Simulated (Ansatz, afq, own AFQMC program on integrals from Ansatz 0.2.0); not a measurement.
Where AFQMC and coupled cluster stand for Te, triplet

A free Te atom.

Basis def2-TZVP with its core potentials. Only valence electrons are correlated. Ansatz 0.2.0 and our own AFQMC program on the same integrals; the CISD trial comes from CCSD amplitudes, and released means the phaseless constraint is let go. Free projection: walkers drawn from exp(T), propagated without any constraint. Its projection time is finite, and what remains of the start isn't in its error. Error bars are statistical, one sigma. No spin–orbit coupling.

Determinant: UHF, the one that the program's search chose, which needn't be the lowest solution.

No full CI on the walks' own integrals is used here; CCSDTQ serves as the reference and is uncertain by about the last step of the cluster series.

Cautions: no spin-orbit coupling; inner d shell frozen.

- T1 diagnostic: 0.0086
- weight of the determinant in the CISD state: 0.936
- ⟨S²⟩ of the determinant: 2.011
- size of the correlated space: 6 electrons in 41 orbitals

```json
{"level": "MP2", "correlation energy (eV)": "-2.3035"}
{"level": "CCSD", "correlation energy (eV)": "-2.7743"}
{"level": "CCSD(T)", "correlation energy (eV)": "-2.8598"}
```

Task: Estimate where phaseless AFQMC with a CISD trial lies against CCSD(T) on the same integrals.

Result: 1.2 ± 0.2 kJ/mol below CCSD(T).

Reference: CCSDTQ, correlation energy -2.878 eV. The released energy is read at 2.40 1/Eh (meV from the phaseless value at times in 1/Eh: 0.3 ± 1.0 at 0.24, -1.3 ± 0.8 at 0.51, -4.0 ± 0.7 at 0.99, -5.8 ± 0.6 at 1.62, -6.3 ± 1.0 at 2.40).

```json
{"level": "CCSD(T)", "E − E(reference) (kJ/mol)": "1.7", "share of correlation (%)": "99.37"}
{"level": "CCSDT", "E − E(reference) (kJ/mol)": "0.2", "share of correlation (%)": "99.92"}
{"level": "CCSDT(Q)", "E − E(reference) (kJ/mol)": "0.0", "share of correlation (%)": "99.99"}
{"level": "ph-AFQMC/HF", "E − E(reference) (kJ/mol)": "7.0 ± 1.3", "share of correlation (%)": "97.48"}
{"level": "ph-AFQMC/CISD", "E − E(reference) (kJ/mol)": "0.6 ± 0.2", "share of correlation (%)": "99.79"}
{"level": "released AFQMC", "E − E(reference) (kJ/mol)": "0.0 ± 0.09", "share of correlation (%)": "100.01"}
{"level": "free AFQMC", "E − E(reference) (kJ/mol)": "0.0 ± 0.08", "share of correlation (%)": "99.99"}
```

CCSDT and higher add their correlation energy to the determinant of the CCSD(T) run, since their own runs factorise the integrals more tightly (a shift of under 2 meV). Free projections are given only where their last times agree within the noise and don't stop above the reference; a slow remainder of the start can still hide under it. A walk keeps the symmetry of its determinant, which the program's search chose and which needn't be the lowest solution, so a lower state of the same spin and another symmetry isn't excluded. Released energies are given only where the last usable release times agree within the noise; a slower fall can still hide under it.
